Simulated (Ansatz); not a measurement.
`O[SiH2]S` + `[CH3]`• → `O[SiH2][S]`• + CH₄ at 700 K and 1 bar (hydrogen abstraction from the S–H bond).

Gas-phase electronic energies from Ansatz, PBE0-D4/def2-TZVP geometries. CBS: MP2 limit from def2 TZ/QZ plus the TZ coupled-cluster correction, frozen cores. This one scheme is used for every species. Open shells (•) are unrestricted, without spin–orbit coupling. One conformer a species, not always the lowest.

| species | CCSD(T)/CBS energy (Eh) | H − E (kJ/mol) | S (J/(mol·K)) |
| --- | --- | --- | --- |
| `O[SiH2]S` | -764.50758 | 164.6 | 382.9 |
| `[CH3]`• | -39.78218 | 106.9 | 232.5 |
| `O[SiH2][S]`• | -763.85604 | 134.4 | 371.9 |
| CH₄ | -40.46206 | 145.9 | 224.0 |

H − E and S are ideal-gas, rigid-rotor, harmonic terms from PBE0-D4/def2-TZVP, for one conformer and one mirror image of each species, with the whole ground term of open shells counted as degenerate. 1 Eh = 2625.50 kJ/mol, R = 8.31446 J/(mol·K).

Problem. By hand: ΔE, ΔH, ΔS and ΔG.

Solution. ΔE = (-763.85604) + (-40.46206) − (-764.50758) − (-39.78218) = -0.02834 Eh = -74.4 kJ/mol. Δ(H − E) = 134.4 + 145.9 − 164.6 − 106.9 = 8.8, so ΔH = -65.6 kJ/mol. ΔS = 371.9 + 224.0 − 382.9 − 232.5 = -19.5 J/(mol·K). ΔG = -65.6 − 700 × (-19.5)/1000 = -51.9 kJ/mol.

Problem. By hand: the equilibrium constant, and the temperature at which ΔG would vanish if ΔH and ΔS stayed fixed.

Solution. log₁₀ K = −ΔG/(RT ln 10) = 3.9. ΔG = 0 at ΔH/ΔS = 3364 K, far beyond where these terms or the molecules hold.

ΔH outweighs TΔS. A doubt of 5 kJ/mol in ΔE shifts log₁₀ K by 0.4 here. Other conformers and mirror images would add mixing entropy, several J/(mol·K) or more a flexible species. These are equilibria of isolated gas molecules and say nothing of rates. Largest T1 diagnostic: 0.014 (customary marks: 0.02 for closed shells, 0.045 for open ones).
